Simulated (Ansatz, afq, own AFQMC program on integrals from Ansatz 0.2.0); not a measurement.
As, quartet in cc-pVQZ, levels against full CI

A free As atom.

Basis cc-pVQZ. Only valence electrons are correlated. Ansatz 0.2.0 and our own AFQMC program on the same integrals; the CISD trial comes from CCSD amplitudes, and released means the phaseless constraint is let go. Free AFQMC starts from the CCSD state and is never constrained. Its projection time is finite, and what remains of the start isn't in its error. Uncertainties: one standard error, sampling alone. No spin–orbit coupling.

Determinant: UHF, the one that the program's search chose, which needn't be the lowest solution.

Full CI on the same integrals is exact in this basis and with this determinant's frozen core.

Cautions: no relativity below Rb; no spin-orbit coupling; inner d shell frozen.

```
T1 diagnostic                               : 0.0036
weight of the determinant in the CISD state : 0.946
⟨S²⟩ of the determinant                     : 3.751
size of the correlated space                : 5 electrons in 54 orbitals
```

Reference: full CI, correlation energy -2.542 eV. The released energy is read at 1.50 1/Eh (meV from the phaseless value at times in 1/Eh: -0.8 ± 0.8 at 0.24, -0.6 ± 0.8 at 0.50, -1.1 ± 0.6 at 1.00, -1.6 ± 0.6 at 1.50).

```json
{"level": "HF", "E − E(reference) (meV)": "2541.5", "share of correlation (%)": "0.00"}
{"level": "MP2", "E − E(reference) (meV)": "456.1", "share of correlation (%)": "82.05"}
{"level": "CCSD", "E − E(reference) (meV)": "110.5", "share of correlation (%)": "95.65"}
{"level": "CCSD(T)", "E − E(reference) (meV)": "18.2", "share of correlation (%)": "99.29"}
{"level": "CCSDT", "E − E(reference) (meV)": "3.1", "share of correlation (%)": "99.88"}
{"level": "CCSDT(Q)", "E − E(reference) (meV)": "0.4", "share of correlation (%)": "99.98"}
{"level": "ph-AFQMC/HF", "E − E(reference) (meV)": "15.8 ± 11.3", "share of correlation (%)": "99.38"}
{"level": "ph-AFQMC/CISD", "E − E(reference) (meV)": "2.2 ± 1.1", "share of correlation (%)": "99.91"}
{"level": "released AFQMC", "E − E(reference) (meV)": "0.6 ± 0.6", "share of correlation (%)": "99.98"}
{"level": "free AFQMC", "E − E(reference) (meV)": "0.8 ± 0.7", "share of correlation (%)": "99.97"}
```

CCSDT and higher add their correlation energy to the determinant of the CCSD(T) run, since their own runs factorise the integrals more tightly (a shift of under 2 meV). Free projections are given only where their last times agree within the noise and don't stop above the reference; a slow remainder of the start can still hide under it. A walk keeps the symmetry of its determinant, which the program's search chose and which needn't be the lowest solution, so a lower state of the same spin and another symmetry isn't excluded. Released energies are given only where the last usable release times agree within the noise; a slower fall can still hide under it.
